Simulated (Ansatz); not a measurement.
System: trigonal Se. Method: PBE-D3(BJ) (Ansatz, a first-principles code, PAW).

Settings: plane-wave cutoff 520 eV, 12×12×8 k mesh (along the axes of the cell as run), Fermi–Dirac smearing 0.01 eV, scalar-relativistic PAW data made under PBE.

Energies at three volumes about the minimum:

```tsv
V (Å³/atom)	E − E_lowest (meV/atom)
24.000	0.71
24.490	0.00
24.979	0.64
```

Question: Fit a parabola by hand: where is the minimum, and what is the bulk modulus?

Answer: Slopes: (0.00 − 0.71)/(24.490 − 24.000) = -1.449 and (0.64 − 0.00)/(24.979 − 24.490) = 1.309 meV/Å³. Curvature E″ = 2 × (1.309 − (-1.449))/(24.979 − 24.000) = 5.634 meV/Å⁶. From the middle of the first interval, the slope vanishes at V0 = 24.2450 − (-1.449)/5.634 = 24.502 Å³/atom. B = V0 E″ = 24.502 × 5.634 meV/Å³ × 0.1602 GPa per meV/Å³ = 22.1 GPa. The full Birch–Murnaghan fit to all volumes gives V0 = 24.487 Å³/atom and B0 = 22.1 GPa.

Shape and atoms are relaxed at each volume.

Note: the bulk modulus comes from volumes at which shape and atoms were relaxed.
